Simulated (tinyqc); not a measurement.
UHF in the sto-3g basis, for H2O+, spin multiplicity 2, step by step (part 2 of 2). Computed by tinyqc, a small Python program that keeps every step (integrals from PySCF). Command: `OMP_NUM_THREADS=1 python tinyqc.py 28335 28336 out.jsonl` (the two numbers bound the seeds that draw the settings). One thread of a shared host (Intel(R) Xeon(R) Processor @ 2.60GHz), about 0.1 s of CPU time with the checks.

Geometry (angstrom):
```
atom,x,y,z
O,0.000000,0.000000,0.000000
H,0.000000,0.688000,0.597000
H,0.000000,-0.688000,0.597000
```

## Iteration 2: diagonalisation and new density

F(alpha) (hartree):
```
,1O 1s,1O 2s,1O 2px,1O 2py,1O 2pz,2H 1s,3H 1s
1O 1s,-21.000485,-5.350714,0.000000,0.000000,-0.027986,-1.380297,-1.380297
1O 2s,-5.350714,-3.149978,0.000000,0.000000,-0.201457,-1.403891,-1.403891
1O 2px,0.000000,0.000000,-1.113365,0.000000,0.000000,0.000000,0.000000
1O 2py,0.000000,0.000000,0.000000,-1.052016,0.000000,-0.552532,0.552532
1O 2pz,-0.027986,-0.201457,0.000000,0.000000,-1.064112,-0.558883,-0.558883
2H 1s,-1.380297,-1.403891,0.000000,-0.552532,-0.558883,-1.074067,-0.630918
3H 1s,-1.380297,-1.403891,0.000000,0.552532,-0.558883,-0.630918,-1.074067
```

F(beta) (hartree):
```
,1O 1s,1O 2s,1O 2px,1O 2py,1O 2pz,2H 1s,3H 1s
1O 1s,-20.973279,-5.312119,0.000000,0.000000,-0.027555,-1.369063,-1.369063
1O 2s,-5.312119,-2.959043,0.000000,0.000000,-0.191682,-1.344950,-1.344950
1O 2px,0.000000,0.000000,-0.228737,0.000000,0.000000,0.000000,0.000000
1O 2py,0.000000,0.000000,0.000000,-0.989616,0.000000,-0.546102,0.546102
1O 2pz,-0.027555,-0.191682,0.000000,0.000000,-1.012554,-0.549599,-0.549599
2H 1s,-1.369063,-1.344950,0.000000,-0.546102,-0.549599,-1.062523,-0.613064
3H 1s,-1.369063,-1.344950,0.000000,0.546102,-0.549599,-0.613064,-1.062523
```

X:
```
,1O 1s,1O 2s,1O 2px,1O 2py,1O 2pz,2H 1s,3H 1s
1O 1s,1.024361,-0.145665,0.000000,0.000000,-0.011892,0.022616,0.022616
1O 2s,-0.145665,1.285596,0.000000,0.000000,0.137074,-0.323517,-0.323517
1O 2px,0.000000,0.000000,1.000000,0.000000,0.000000,0.000000,0.000000
1O 2py,0.000000,0.000000,0.000000,1.121321,0.000000,-0.246756,0.246756
1O 2pz,-0.011892,0.137074,0.000000,0.000000,1.071263,-0.168725,-0.168725
2H 1s,0.022616,-0.323517,0.000000,-0.246756,-0.168725,1.250120,-0.115374
3H 1s,0.022616,-0.323517,0.000000,0.246756,-0.168725,-0.115374,1.250120
```

Diagonalise F' = X^T F X, C = X C', fill 5 alpha and 4 beta electrons from the bottom; D(s) = C_occ C_occ^T. Each column has its largest component positive (the first on a tie).

F' = X^T F X (alpha) (hartree):
```
,1,2,3,4,5,6,7
1,-20.616871,-2.704473,0.000000,0.000000,-0.043407,-0.232330,-0.232330
2,-2.704473,-1.919967,0.000000,0.000000,0.046279,-0.567538,-0.567538
3,0.000000,0.000000,-1.113365,0.000000,0.000000,0.000000,0.000000
4,0.000000,0.000000,0.000000,-0.765203,0.000000,-0.472897,0.472897
5,-0.043407,0.046279,0.000000,0.000000,-0.898551,-0.352995,-0.352995
6,-0.232330,-0.567538,0.000000,-0.472897,-0.352995,-0.342841,-0.133134
7,-0.232330,-0.567538,0.000000,0.472897,-0.352995,-0.133134,-0.342841
```

orbital energies (alpha) (hartree): MO1 -21.009673, MO2 -1.956643, MO3 -1.211614, MO4 -1.113365, MO5 -1.078063, MO6 0.133014, MO7 0.236705

coefficients C (alpha):
```
,MO1,MO2,MO3,MO4,MO5,MO6,MO7
1O 1s,0.993971,-0.243098,0.000000,0.000000,0.094576,-0.125209,0.000000
1O 2s,0.027769,0.901275,0.000000,0.000000,-0.474373,0.929513,0.000000
1O 2px,0.000000,0.000000,0.000000,1.000000,0.000000,0.000000,0.000000
1O 2py,0.000000,0.000000,0.738895,0.000000,0.000000,0.000000,-0.912782
1O 2pz,0.004974,0.202484,0.000000,0.000000,0.835026,0.696549,0.000000
2H 1s,-0.006485,0.086662,0.330822,0.000000,0.193723,-0.855796,0.940070
3H 1s,-0.006485,0.086662,-0.330822,0.000000,0.193723,-0.855796,-0.940070
```

F' = X^T F X (beta) (hartree):
```
,1,2,3,4,5,6,7
1,-20.595476,-2.691848,0.000000,0.000000,-0.044154,-0.232290,-0.232290
2,-2.691848,-1.705313,0.000000,0.000000,0.065947,-0.559866,-0.559866
3,0.000000,0.000000,-0.228737,0.000000,0.000000,0.000000,0.000000
4,0.000000,0.000000,0.000000,-0.694628,0.000000,-0.477409,0.477409
5,-0.044154,0.065947,0.000000,0.000000,-0.843459,-0.352572,-0.352572
6,-0.232290,-0.559866,0.000000,-0.477409,-0.352572,-0.354620,-0.132080
7,-0.232290,-0.559866,0.000000,0.477409,-0.352572,-0.132080,-0.354620
```

orbital energies (beta) (hartree): MO1 -20.980919, MO2 -1.798040, MO3 -1.173815, MO4 -1.020433, MO5 -0.228737, MO6 0.168444, MO7 0.256647

coefficients C (beta):
```
,MO1,MO2,MO3,MO4,MO5,MO6,MO7
1O 1s,0.994550,-0.230716,0.000000,0.106490,0.000000,-0.134159,0.000000
1O 2s,0.025209,0.836306,0.000000,-0.519951,0.000000,0.965246,0.000000
1O 2px,0.000000,0.000000,0.000000,0.000000,1.000000,0.000000,0.000000
1O 2py,0.000000,0.000000,0.712443,0.000000,0.000000,0.000000,0.933575
1O 2pz,0.004617,0.218614,0.000000,0.824485,0.000000,0.704190,0.000000
2H 1s,-0.005908,0.131424,0.357617,0.186968,0.000000,-0.851589,-0.930207
3H 1s,-0.005908,0.131424,-0.357617,0.186968,0.000000,-0.851589,0.930207
```

D(alpha) after iteration 2:
```
,1O 1s,1O 2s,1O 2px,1O 2py,1O 2pz,2H 1s,3H 1s
1O 1s,1.056020,-0.236361,0.000000,0.000000,0.034694,-0.009192,-0.009192
1O 2s,-0.236361,1.038097,0.000000,0.000000,-0.213482,-0.013971,-0.013971
1O 2px,0.000000,0.000000,1.000000,0.000000,0.000000,0.000000,0.000000
1O 2py,0.000000,0.000000,0.000000,0.545966,0.000000,0.244443,-0.244443
1O 2pz,0.034694,-0.213482,0.000000,0.000000,0.738293,0.179279,0.179279
2H 1s,-0.009192,-0.013971,0.000000,0.244443,0.179279,0.154524,-0.064363
3H 1s,-0.009192,-0.013971,0.000000,-0.244443,0.179279,-0.064363,0.154524
```

D(beta) after iteration 2:
```
,1O 1s,1O 2s,1O 2px,1O 2py,1O 2pz,2H 1s,3H 1s
1O 1s,1.053699,-0.223247,0.000000,0.000000,0.041953,-0.016287,-0.016287
1O 2s,-0.223247,0.970392,0.000000,0.000000,-0.245748,0.012548,0.012548
1O 2px,0.000000,0.000000,0.000000,0.000000,0.000000,0.000000,0.000000
1O 2py,0.000000,0.000000,0.000000,0.507575,0.000000,0.254782,-0.254782
1O 2pz,0.041953,-0.245748,0.000000,0.000000,0.727589,0.182856,0.182856
2H 1s,-0.016287,0.012548,0.000000,0.254782,0.182856,0.180154,-0.075626
3H 1s,-0.016287,0.012548,0.000000,-0.254782,0.182856,-0.075626,0.180154
```

## Iteration 18 (converged): orbitals

converged F(alpha) (hartree):
```
,1O 1s,1O 2s,1O 2px,1O 2py,1O 2pz,2H 1s,3H 1s
1O 1s,-21.049454,-5.361765,0.000000,0.000000,-0.028715,-1.383209,-1.383209
1O 2s,-5.361765,-3.169774,0.000000,0.000000,-0.198670,-1.414401,-1.414401
1O 2px,0.000000,0.000000,-1.136423,0.000000,0.000000,0.000000,0.000000
1O 2py,0.000000,0.000000,0.000000,-1.073236,0.000000,-0.556689,0.556689
1O 2pz,-0.028715,-0.198670,0.000000,0.000000,-1.090490,-0.559428,-0.559428
2H 1s,-1.383209,-1.414401,0.000000,-0.556689,-0.559428,-1.080012,-0.635230
3H 1s,-1.383209,-1.414401,0.000000,0.556689,-0.559428,-0.635230,-1.080012
```

converged F(beta) (hartree):
```
,1O 1s,1O 2s,1O 2px,1O 2py,1O 2pz,2H 1s,3H 1s
1O 1s,-21.020443,-5.321645,0.000000,0.000000,-0.028244,-1.371531,-1.371531
1O 2s,-5.321645,-2.969721,0.000000,0.000000,-0.184025,-1.355441,-1.355441
1O 2px,0.000000,0.000000,-0.248798,0.000000,0.000000,0.000000,0.000000
1O 2py,0.000000,0.000000,0.000000,-0.993698,0.000000,-0.551888,0.551888
1O 2pz,-0.028244,-0.184025,0.000000,0.000000,-1.028353,-0.551587,-0.551587
2H 1s,-1.371531,-1.355441,0.000000,-0.551888,-0.551587,-1.082661,-0.619696
3H 1s,-1.371531,-1.355441,0.000000,0.551888,-0.551587,-0.619696,-1.082661
```

As before.

F' = X^T F X (alpha) (hartree):
```
,1,2,3,4,5,6,7
1,-20.665495,-2.707916,0.000000,0.000000,-0.044414,-0.232295,-0.232295
2,-2.707916,-1.934184,0.000000,0.000000,0.047837,-0.573510,-0.573510
3,0.000000,0.000000,-1.136423,0.000000,0.000000,0.000000,0.000000
4,0.000000,0.000000,0.000000,-0.787481,0.000000,-0.473348,0.473348
5,-0.044414,0.047837,0.000000,0.000000,-0.927569,-0.349913,-0.349913
6,-0.232295,-0.573510,0.000000,-0.473348,-0.349913,-0.344059,-0.134325
7,-0.232295,-0.573510,0.000000,0.473348,-0.349913,-0.134325,-0.344059
```

orbital energies (alpha) (hartree): MO1 -21.058604, MO2 -1.974001, MO3 -1.227691, MO4 -1.136423, MO5 -1.100309, MO6 0.127282, MO7 0.230477

coefficients C (alpha):
```
,MO1,MO2,MO3,MO4,MO5,MO6,MO7
1O 1s,0.993990,-0.243281,0.000000,0.000000,0.092574,-0.126193,0.000000
1O 2s,0.027684,0.902527,0.000000,0.000000,-0.461810,0.934613,0.000000
1O 2px,0.000000,0.000000,0.000000,1.000000,0.000000,0.000000,0.000000
1O 2py,0.000000,0.000000,0.745157,0.000000,0.000000,0.000000,-0.907678
1O 2pz,0.004998,0.200933,0.000000,0.000000,0.843373,0.686874,0.000000
2H 1s,-0.006465,0.086016,0.324348,0.000000,0.184085,-0.857986,0.942324
3H 1s,-0.006465,0.086016,-0.324348,0.000000,0.184085,-0.857986,-0.942324
```

F' = X^T F X (beta) (hartree):
```
,1,2,3,4,5,6,7
1,-20.642424,-2.695482,0.000000,0.000000,-0.046108,-0.232022,-0.232022
2,-2.695482,-1.706228,0.000000,0.000000,0.076687,-0.565404,-0.565404
3,0.000000,0.000000,-0.248798,0.000000,0.000000,0.000000,0.000000
4,0.000000,0.000000,0.000000,-0.695001,0.000000,-0.481293,0.481293
5,-0.046108,0.076687,0.000000,0.000000,-0.858635,-0.352275,-0.352275
6,-0.232022,-0.565404,0.000000,-0.481293,-0.352275,-0.373069,-0.132649
7,-0.232022,-0.565404,0.000000,0.481293,-0.352275,-0.132649,-0.373069
```

orbital energies (beta) (hartree): MO1 -21.027997, MO2 -1.807808, MO3 -1.185308, MO4 -1.039444, MO5 -0.248798, MO6 0.162244, MO7 0.249887

coefficients C (beta):
```
,MO1,MO2,MO3,MO4,MO5,MO6,MO7
1O 1s,0.994589,-0.229864,0.000000,0.105492,0.000000,-0.136105,0.000000
1O 2s,0.025033,0.830362,0.000000,-0.515340,0.000000,0.972825,0.000000
1O 2px,0.000000,0.000000,0.000000,0.000000,1.000000,0.000000,0.000000
1O 2py,0.000000,0.000000,0.705871,0.000000,0.000000,0.000000,0.938554
1O 2pz,0.004618,0.211313,0.000000,0.826867,0.000000,0.703626,0.000000
2H 1s,-0.005866,0.137314,0.364139,0.185065,0.000000,-0.851075,-0.927674
3H 1s,-0.005866,0.137314,-0.364139,0.185065,0.000000,-0.851075,0.927674
```

D(alpha) after iteration 18:
```
,1O 1s,1O 2s,1O 2px,1O 2py,1O 2pz,2H 1s,3H 1s
1O 1s,1.055773,-0.234802,0.000000,0.000000,0.034159,-0.010310,-0.010310
1O 2s,-0.234802,1.028590,0.000000,0.000000,-0.207993,-0.007560,-0.007560
1O 2px,0.000000,0.000000,1.000000,0.000000,0.000000,0.000000,0.000000
1O 2py,0.000000,0.000000,0.000000,0.555258,0.000000,0.241690,-0.241690
1O 2pz,0.034159,-0.207993,0.000000,0.000000,0.751677,0.172504,0.172504
2H 1s,-0.010310,-0.007560,0.000000,0.241690,0.172504,0.146529,-0.063874
3H 1s,-0.010310,-0.007560,0.000000,-0.241690,0.172504,-0.063874,0.146529
```

D(beta) after iteration 18:
```
,1O 1s,1O 2s,1O 2px,1O 2py,1O 2pz,2H 1s,3H 1s
1O 1s,1.053173,-0.220337,0.000000,0.000000,0.043247,-0.017875,-0.017875
1O 2s,-0.220337,0.955703,0.000000,0.000000,-0.250536,0.018502,0.018502
1O 2px,0.000000,0.000000,0.000000,0.000000,0.000000,0.000000,0.000000
1O 2py,0.000000,0.000000,0.000000,0.498254,0.000000,0.257035,-0.257035
1O 2pz,0.043247,-0.250536,0.000000,0.000000,0.728383,0.182014,0.182014
2H 1s,-0.017875,0.018502,0.000000,0.257035,0.182014,0.185736,-0.079458
3H 1s,-0.017875,0.018502,0.000000,-0.257035,0.182014,-0.079458,0.185736
```

## Convergence

Stop when the energy changes by less than 1e-10 hartree and every element of the error matrix X^T (F D S - S D F) X (for each spin) is below 3e-06.

Course of the cycle:
```
iteration,E (hartree),change,largest element of the error matrix
1,-73.39178917,-,3.34e-01
2,-74.62314694,-1.23e+00,3.51e-02
3,-74.62661326,-3.47e-03,5.90e-03
4,-74.62677853,-1.65e-04,2.06e-03
5,-74.62681208,-3.35e-05,1.20e-03
6,-74.62682180,-9.73e-06,7.05e-04
7,-74.62682504,-3.24e-06,4.12e-04
8,-74.62682617,-1.13e-06,2.41e-04
9,-74.62682658,-4.05e-07,1.42e-04
10,-74.62682672,-1.46e-07,8.41e-05
11,-74.62682678,-5.26e-08,5.01e-05
12,-74.62682680,-1.90e-08,2.99e-05
13,-74.62682680,-6.89e-09,1.79e-05
14,-74.62682680,-2.49e-09,1.07e-05
15,-74.62682681,-9.03e-10,6.43e-06
16,-74.62682681,-3.27e-10,3.86e-06
17,-74.62682681,-1.18e-10,2.32e-06
18,-74.62682681,-4.28e-11,1.39e-06
```

PySCF UHF in the same basis, after a stability check = -74.62682681 hartree

Converged in 18 iterations.

## Populations, bond orders and dipole

overlap S:
```
,1O 1s,1O 2s,1O 2px,1O 2py,1O 2pz,2H 1s,3H 1s
1O 1s,1.000000,0.236704,0.000000,0.000000,0.000000,0.060219,0.060219
1O 2s,0.236704,1.000000,0.000000,0.000000,0.000000,0.505652,0.505652
1O 2px,0.000000,0.000000,1.000000,0.000000,0.000000,0.000000,0.000000
1O 2py,0.000000,0.000000,0.000000,1.000000,0.000000,0.308926,-0.308926
1O 2pz,0.000000,0.000000,0.000000,0.000000,1.000000,0.268066,0.268066
2H 1s,0.060219,0.505652,0.000000,0.308926,0.268066,1.000000,0.305693
3H 1s,0.060219,0.505652,0.000000,-0.308926,0.268066,0.305693,1.000000
```

Mulliken: Z minus the diagonal of D S on the atom; Loewdin: the same with S^(1/2) D S^(1/2); Mayer order: 2 sum_s sum (D(s) S)_ij (D(s) S)_ji over the two atoms.

Charges (e):
```
atom,Mulliken,Loewdin,Mulliken spin
1O,0.082777,0.318540,1.108911
2H,0.458611,0.340730,-0.054455
3H,0.458611,0.340730,-0.054455
```

Mayer bond orders:
```
pair,order
2-1,0.777261
3-1,0.777261
3-2,0.009449
```

dipole moment about the origin, x y z (debye): 0.000000  0.000000  3.098881

<S^2> of the determinant (pure state: 0.75) = 0.754234
